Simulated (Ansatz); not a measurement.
# H3MgNS, SMILES [NH2][Mg][SH]: vertical and adiabatic energies of changing the electron count

Computed with Ansatz 0.2.0 through its Python package.

`h3mgns_adiabatic.py`
```python
# -*- coding: utf-8 -*-
import itertools
import logging
import sys

import ansatz as az
from ase.data import atomic_numbers, covalent_radii
import numpy as np

logging.basicConfig(stream=sys.stdout, format="%(name)s: %(message)s")
logger = logging.getLogger("ansatz_job")
logger.setLevel(logging.INFO)

GEOMETRY = """
N    -1.38880    0.25000   -1.06060
Mg   -0.11190    0.04000    0.50930
S     1.41470   -0.25070    2.34800
H    -0.95510    1.04060   -1.69570
H    -1.42520   -0.60340   -1.63460
H     2.50830   -0.54050    1.48740
"""

geometry = az.Crystal.molecule()
for line in GEOMETRY.strip().splitlines():
    symbol, *xyz = line.split()
    geometry = geometry.atom(symbol, [float(v) for v in xyz])

model = (
    geometry.calculation()
    .basis(gaussian="cc-pVDZ")
    .functional("r2scan")
)
symbols = [site.symbol for site in geometry.cartesian_sites]
start = np.array([site.position_ang for site in geometry.cartesian_sites], dtype=float)
data = model.relax(force_tolerance=0.01, max_steps=100).run().report
end = np.array(data["positions_ang"])

minimum = az.Crystal.molecule()
for symbol, place in zip(symbols, end):
    minimum = minimum.atom(symbol, place.tolist())
ion = minimum.calculation()
ion = ion.basis(gaussian="cc-pVDZ")
ion = ion.functional("r2scan")
ion = ion.charge(1)
ion = ion.spin("collinear", total=1)
vertical = ion.run().report
settled = ion.relax(force_tolerance=0.01, max_steps=80).run().report
logger.info(f"vertical ionisation energy   {vertical['free_energy_ev'] - data['free_energy_ev']:.3f} eV")
logger.info(f"adiabatic, no zero point     {settled['free_energy_ev'] - data['free_energy_ev']:.3f} eV")
logger.info(f"relaxation energy of the ion {vertical['free_energy_ev'] - settled['free_energy_ev']:.3f} eV")
ionised = np.array(settled["positions_ang"])
radius = [covalent_radii[atomic_numbers[s]] for s in symbols]
span = lambda where, i, j: np.linalg.norm(where[i] - where[j])
bonded = [(i, j) for i, j in itertools.combinations(range(len(symbols)), 2) if min(span(end, i, j), span(ionised, i, j)) < 1.2 * (radius[i] + radius[j])]
logger.info("pair        before    after (A)")
for i, j in bonded:
    print(f"{symbols[i]}{i}-{symbols[j]}{j}".ljust(10), f"{span(end, i, j):8.4f} {span(ionised, i, j):8.4f}")
for first, second in list(itertools.combinations(bonded, 2)):
    shared = set(first) & set(second)
    if shared and symbols[(j := shared.pop())] != "H":
        i, k = sorted((set(first) | set(second)) - {j})
        u, v = ionised[i] - ionised[j], ionised[k] - ionised[j]
        angle = np.degrees(np.arccos(np.clip(u @ v / np.linalg.norm(u) / np.linalg.norm(v), -1, 1)))
        logger.info(f"final angle {symbols[i]}{i}-{symbols[j]}{j}-{symbols[k]}{k}: {angle:.2f} deg")
```

```console
$ python h3mgns_adiabatic.py
ansatz_job: vertical ionisation energy   8.291 eV
ansatz_job: adiabatic, no zero point     8.121 eV
ansatz_job: relaxation energy of the ion 0.170 eV
ansatz_job: pair        before    after (A)
N0-Mg1       1.8836   1.9960
N0-H3        1.0189   1.0280
N0-H4        1.0189   1.0281
Mg1-S2       2.3022   2.3182
S2-H5        1.3590   1.3621
ansatz_job: final angle Mg1-N0-H3: 127.01 deg
ansatz_job: final angle Mg1-N0-H4: 127.26 deg
ansatz_job: final angle N0-Mg1-S2: 177.67 deg
ansatz_job: final angle H3-N0-H4: 105.73 deg
ansatz_job: final angle Mg1-S2-H5: 94.18 deg
```

The energies are electronic: no zero-point or thermal terms, and the basis set is short of its limit. The product may relax into another structure. The relaxation finds the nearest minimum, so the adiabatic value is an upper bound. Finished in 2.5 min on 1 thread of Arm Neoverse V1 (shared host), peak memory 0.28 GiB.
